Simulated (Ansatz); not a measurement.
## Worked example: the enthalpy of formation of C4H5N (trans-Crotononitrile)

C4H5N: 10 atoms, total charge 0, spin state singlet. SMILES: `C/C=C/C#N`. The shape is that of a PBE0-D4/def2-TZVP optimisation.

Total energies at B3LYP/cc-pVDZ (Ansatz 0.2.0); the atoms run unrestricted:

```tsv
species	state	energy (Eh)
C4H5N	singlet	-210.163670
C	triplet	-37.851975
N	quartet	-54.589136
H	doublet	-0.501258
```

Harmonic wavenumbers at PBE0-D4/def2-TZVP, in cm⁻¹: 175, 177, 202, 398, 504, 571, 813, 914, 990, 1055, 1068, 1143, 1307, 1331, 1404, 1465, 1475, 1723, 2360, 3044, 3101, 3139, 3175, 3185.

Measured heats of formation of the gaseous atoms at 298.15 K, in kJ/mol: C 716.9, N 472.4, H 218.0. Spin-orbit lowering of the atoms at 298 K (mean of the ground term's levels less their thermal mean, from spectra), in kJ/mol: C 0.02. Take 1 Eh = 2625.50 kJ/mol, 1 cm⁻¹ = 0.0119627 kJ/mol, RT = 2.479 kJ/mol.

**Question.** What heat of formation follows?

**Answer.** 
1. Electronic atomisation energy: 4 × (-37.851975) + (-54.589136) + 5 × (-0.501258) − (-210.163670) = 1.660344 Eh = 4359.2 kJ/mol.
2. Zero-point energy: half the sum of the wavenumbers, 17359.5 cm⁻¹ = 207.7 kJ/mol.
3. Thermal vibrational enthalpy, Σ hcν̃/(exp(hcν̃/kT) − 1): 7.2 kJ/mol. Translation, rotation and pV of a non-linear molecule: 4 RT = 9.9 kJ/mol.
4. The 10 free atoms carry 5/2 RT each: 62.0 kJ/mol.
5. Spin-orbit coupling lowers the free atoms by 4 × 0.02 = 0.1 kJ/mol.
6. Atomisation enthalpy at 298 K: 4359.2 − 0.1 − 207.7 − 7.2 − 9.9 + 62.0 = 4196.3 kJ/mol.
7. Sum of the atoms' heats of formation: 4430.0 kJ/mol. Heat of formation: 4430.0 − 4196.3 = +233.7 kJ/mol.

The tabulated value is +134.3 kJ/mol (CRC Handbook of Chemistry and Physics; in doubt, as an older value, an estimate or one at odds with other calculations), so this level is off by +99.4 kJ/mol, or 2.3 % of the atomisation enthalpy that the table implies (4295.6 kJ/mol). Anharmonicity and any spin-orbit splitting of the molecule are left out.
